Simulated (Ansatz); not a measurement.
C4H6S can be A, `CC1=CSC1`, or B, `CC(C)=C=S`.

Program: Ansatz. Geometries: PBE0-D4/def2-TZVP. ΔE: electronic, gas phase. CCSD(T)/CBS adds triple-zeta CCSD(T) − MP2 to the extrapolated MP2 energy (def2 sets, frozen cores). DFT in def2-TZVPP. B3LYP here is the variant with VWN-RPA as its local correlation; programs differ in this.

Task: Which isomer does CCSD(T)/CBS put lower? Give the gap. (An estimate is asked.)

Result: Computed: B, by 0.8 kJ/mol. So small a gap doesn't settle the order.

Task: Give E(B) − E(A) in kJ/mol with PBE0-D4, PBE-D4, B2PLYP, B3LYP, HF/def2-TZVPP, r2SCAN-D4, ωB97M-V. (Best estimate.)

Result: Computed: PBE0-D4 3.8, PBE-D4 -7.0, B2PLYP -17.7, B3LYP -23.3, HF/def2-TZVPP -13.4, r2SCAN-D4 -14.9, ωB97M-V -0.5. The order is the other way round with PBE0-D4.

Largest T1 diagnostic: 0.015.

In def2-TZVPP, CCSD(T) changes the Hartree–Fock value by +6.7 kJ/mol (the triples alone add −2.5 kJ/mol) and MP2 by +10.2 kJ/mol. From PBE to PBE0 (25 % exact exchange), in def2-TZVPP and without D4, E(B) − E(A) moves by +11.2 kJ/mol.
